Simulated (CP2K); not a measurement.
**CH6SSi (SMILES C[SiH2]S), run twice**

Wanted: energy and gradient of CH6SSi, PM6.

The calculation is run with CP2K 2026.2.

2 further runs of the same task are left out: 1 that didn't finish, 1 set aside as unsound or not needed.

**1. The system as given**

The species is CH6SSi (9 atoms), meant as a singlet with charge 0. As SMILES, `C[SiH2]S`. The shape is that of a GFN2-xTB optimisation. This is one conformer, not always the lowest.

Bond lengths: C1–Si2 1.888 Å, Si2–S3 2.157 Å, C1–H4 1.087 Å, C1–H5 1.086 Å, C1–H6 1.087 Å, Si2–H7 1.461 Å, Si2–H8 1.461 Å, S3–H9 1.323 Å. Some angles: C1–Si2–S3 106.0°, C1–Si2–H7 112.6°, C1–Si2–H8 112.7°, S3–Si2–H7 107.1°, S3–Si2–H8 107.1°, Si2–C1–H4 111.3°, Si2–C1–H5 110.8°, Si2–C1–H6 111.2°, Si2–S3–H9 96.4°, H7–Si2–H8 110.9°.

**2. The input as first written**

Input file calc.inp:

```
&GLOBAL
  PROJECT calc
  RUN_TYPE ENERGY_FORCE
  PRINT_LEVEL MEDIUM
&END

&FORCE_EVAL
  METHOD QUICKSTEP
  &DFT
    CHARGE -2
    &QS
      METHOD PM6
      EPS_DEFAULT 1.0E-10
      &SE
        &COULOMB
          CUTOFF [angstrom] 50
          RC_RANGE [angstrom] 0
        &END
        &EXCHANGE
          CUTOFF [angstrom] 50
          RC_RANGE [angstrom] 0
        &END
      &END
    &END
    # isolated system
    &POISSON
      PERIODIC NONE
      POISSON_SOLVER ANALYTIC
    &END
    &SCF
      SCF_GUESS ATOMIC
      EPS_SCF 1.0E-07
      MAX_SCF 98
      ADDED_MOS 8
      &DIAGONALIZATION
        ALGORITHM STANDARD
      &END
      &MIXING
        METHOD DIRECT_P_MIXING
        ALPHA 0.4
      &END
    &END
    &PRINT
      &MOMENTS
        PERIODIC F
        REFERENCE COM
        MAX_MOMENT 1
      &END
      &MO ON
        ENERGIES T
        OCCUPATION_NUMBERS T
        NDIGITS 6
        &EACH
          QS_SCF 0
        &END
        ADD_LAST NUMERIC
      &END
      &HIRSHFELD OFF
      &END
    &END
  &END
  &SUBSYS
    # vacuum box
    &CELL
      ABC 19.6 19.5 20.3
      PERIODIC NONE
    &END
    &COORD
      SCALED T
      C    0.45982423   0.54053256   0.44733966
      Si   0.52207474   0.47817564   0.48538941
      S    0.49443393   0.47090077   0.58801158
      H    0.40755026   0.52288333   0.45294507
      H    0.46984005   0.54681462   0.39508941
      H    0.46342730   0.59069256   0.47041798
      H    0.59244974   0.50264692   0.48269926
      H    0.51644821   0.40930744   0.45760419
      H    0.54300434   0.42718333   0.60491059
    &END
  &END
  # extra output
  &PRINT
    &FORCES ON
    &END
  &END
&END
```

Launch:

```sh
OMP_NUM_THREADS=1 cp2k.psmp -i calc.inp > calc.out 2>&1
```

Log:

```text
CP2K| version string:                                       CP2K version 2026.2
[...]
 GLOBAL| Method name                                                        CP2K
[...]
 GLOBAL| Run type                                                   ENERGY_FORCE
[...]
                             - Atoms:                                          9
[...]
                             - Spherical basis functions:                     28
[...]
 Number of electrons:                                                         22
[...]
     1 P_Mix/Diag. 0.40E+00    0.0     0.84619068       -11.8344131848 -1.18E+01
[...]
    29 DIIS/Diag.  0.70E-07    0.0     0.00000007       -16.4673630530 -3.06E-13
  *** SCF run converged in    29 steps ***
  Core-core repulsion energy [eV]:                            857.14827521237044
  Core Hamiltonian energy [eV]:                              -738.39951171265727
  Two-electron integral energy [eV]:                        -1133.69700127880810
  Electronic energy [eV]:                                   -1305.24801235206132
  Total energy [eV]:                                         -448.09973713969089
  Atomic reference energy [eV]:                               451.40085564624565
  Heat of formation [kcal/mol]:                                76.12560725059096
[...]
 SE_DIPOLE| Moment [Debye]          1.97267980      -1.49770979      -0.50175865
 SE_DIPOLE| Derivative [a.u.]       0.00000000       0.00000000       0.00000000
 ENERGY| Total FORCE_EVAL ( QS ) energy [hartree]            -16.467363052971923
 FORCES| Atomic forces [hartree/bohr]
 FORCES|   Atom     x               y               z               |f|
 FORCES|      1 -1.91857563E-02  1.48692806E-02  2.97424243E-03   2.44547515E-02
 FORCES|      2  2.89815712E-02 -1.74791271E-02 -2.18575283E-02   4.02889922E-02
 FORCES|      3 -3.42543024E-02  1.94197825E-02  2.94170610E-02   4.91512835E-02
 FORCES|      4 -3.00676273E-03 -2.54510924E-03  8.16354511E-04   4.02301353E-03
 FORCES|      5  3.12729337E-03 -2.32246747E-03 -1.08310897E-03   4.04313542E-03
 FORCES|      6  1.55081784E-03  2.89299647E-03  2.32629756E-03   4.02319834E-03
 FORCES|      7  1.01047639E-02  4.61938426E-03 -4.77466645E-03   1.20930726E-02
 FORCES|      8 -7.18887994E-04 -8.57986014E-03 -8.37986323E-03   1.20146955E-02
 FORCES|      9  1.34012631E-02 -1.08748800E-02  5.61211432E-04   1.72676526E-02
 FORCES| Sum    -1.38777878E-17 -1.59594560E-16  2.91433544E-16
 FORCES| Total atomic force                                       3.32560561E-16
[...]
```

It took 0.46 s on 1 thread of Arm Neoverse N1, shared host; peak memory 0.14 GiB.

**3. What went wrong**

The program ended normally, but the settings are unsound, so its numbers aren't properties of the molecule.

What is wrong: the charge typed isn't that of the species meant. To mend it: charge 0 in place of -2.

**4. Try two**

Input file calc.inp:

```
&GLOBAL
    PROJECT calc
    RUN_TYPE ENERGY_FORCE
    PRINT_LEVEL MEDIUM
&END GLOBAL
&FORCE_EVAL
    METHOD QS
    &DFT
        &QS
            METHOD PM6
            EPS_DEFAULT 1.0E-10
            &SE
                &COULOMB
                    CUTOFF [angstrom] 50
                    RC_RANGE [angstrom] 0
                &END COULOMB
                &EXCHANGE
                    CUTOFF [angstrom] 50
                    RC_RANGE [angstrom] 0
                &END EXCHANGE
            &END SE
        &END QS
        &POISSON
            PERIODIC NONE
            POISSON_SOLVER ANALYTIC
        &END POISSON
        &SCF
            SCF_GUESS ATOMIC
            EPS_SCF 1.0E-07
            MAX_SCF 150
            ADDED_MOS 8
            &DIAGONALIZATION
                ALGORITHM STANDARD
            &END DIAGONALIZATION
            &MIXING
                METHOD DIRECT_P_MIXING
                ALPHA 0.4
            &END MIXING
        &END SCF
        &PRINT
            &MOMENTS
                PERIODIC F
                REFERENCE COM
                MAX_MOMENT 1
            &END MOMENTS
            &MO ON
                ENERGIES T
                OCCUPATION_NUMBERS T
                NDIGITS 6
                &EACH
                    QS_SCF 0
                &END EACH
                ADD_LAST NUMERIC
            &END MO
            &HIRSHFELD OFF
            &END HIRSHFELD
        &END PRINT
    &END DFT
    &SUBSYS
        &CELL
            ABC 19.6 19.5 20.3
            PERIODIC NONE
        &END CELL
        &COORD
            SCALED T
            C    0.45982423   0.54053256   0.44733966
            Si   0.52207474   0.47817564   0.48538941
            S    0.49443393   0.47090077   0.58801158
            H    0.40755026   0.52288333   0.45294507
            H    0.46984005   0.54681462   0.39508941
            H    0.46342730   0.59069256   0.47041798
            H    0.59244974   0.50264692   0.48269926
            H    0.51644821   0.40930744   0.45760419
            H    0.54300434   0.42718333   0.60491059
        &END COORD
    &END SUBSYS
    &PRINT
        &FORCES ON
        &END FORCES
    &END PRINT
&END FORCE_EVAL
```

Launch:

```sh
OMP_NUM_THREADS=1 cp2k.psmp calc.inp > calc.out
```

Log:

```text
CP2K| version string:                                       CP2K version 2026.2
[...]
 GLOBAL| Method name                                                        CP2K
[...]
 GLOBAL| Run type                                                   ENERGY_FORCE
[...]
                             - Atoms:                                          9
[...]
                             - Spherical basis functions:                     28
[...]
 Number of electrons:                                                         20
[...]
     1 P_Mix/Diag. 0.40E+00    0.0     0.79805515       -11.9719991378 -1.20E+01
[...]
    36 DIIS/Diag.  0.94E-07    0.0     0.00000009       -16.6268377827 -3.20E-14
  *** SCF run converged in    36 steps ***
  Core-core repulsion energy [eV]:                            857.14827521237044
  Core Hamiltonian energy [eV]:                              -695.63174050104067
  Two-electron integral energy [eV]:                        -1227.91159987562037
  Electronic energy [eV]:                                   -1309.58754043885097
  Total energy [eV]:                                         -452.43926522648042
  Atomic reference energy [eV]:                               451.40085564624565
  Heat of formation [kcal/mol]:                               -23.94629569136598
[...]
 SE_DIPOLE| Moment [Debye]         -0.80912758       0.10546823       1.91727559
 SE_DIPOLE| Derivative [a.u.]       0.00000000       0.00000000       0.00000000
 ENERGY| Total FORCE_EVAL ( QS ) energy [hartree]            -16.626837782727140
 FORCES| Atomic forces [hartree/bohr]
 FORCES|   Atom     x               y               z               |f|
 FORCES|      1  1.72159264E-02 -1.65703487E-02  8.97380568E-03   2.55243759E-02
 FORCES|      2 -1.53390599E-02  1.27330969E-02 -1.08415551E-03   1.99648167E-02
 FORCES|      3 -1.21091097E-02  1.05930430E-02 -3.18607314E-03   1.64010414E-02
 FORCES|      4 -7.27972874E-03 -1.65717500E-03  1.95753192E-04   7.46853391E-03
 FORCES|      5  6.90372632E-04  1.52176886E-03 -7.97154456E-03   8.14480924E-03
 FORCES|      6 -1.31963896E-04  7.03702969E-03  2.57377877E-03   7.49410024E-03
 FORCES|      7  3.16322532E-03  3.80785849E-04 -3.22167284E-03   4.53102287E-03
 FORCES|      8  1.22559520E-03 -1.90476623E-03 -3.92752092E-03   4.53383266E-03
 FORCES|      9  1.25647427E-02 -1.21334343E-02  7.64762934E-03   1.90677534E-02
 FORCES| Sum    -1.04083409E-17 -6.93889390E-17  5.68989300E-16
 FORCES| Total atomic force                                       5.73299208E-16
[...]
```

Wall time 0.48 s (1 thread of Arm Neoverse N1, shared host); peak memory 0.14 GiB.

**5. Summary of results**

Level: PM6.

| quantity | value |
| --- | --- |
| total energy | -16.62684 Eh |
| dipole moment | 2.08 D |
| HOMO energy | -9.13 eV |
| LUMO energy | -0.11 eV |
| HOMO–LUMO gap | 9.01 eV |
| heat of formation at this unrelaxed shape | -23.9 kcal/mol |
| largest force on an atom | 1.313 eV/Å |

What this shows: The largest force is 1.31 eV/Å: the shape isn't a stationary point for this species at this level.
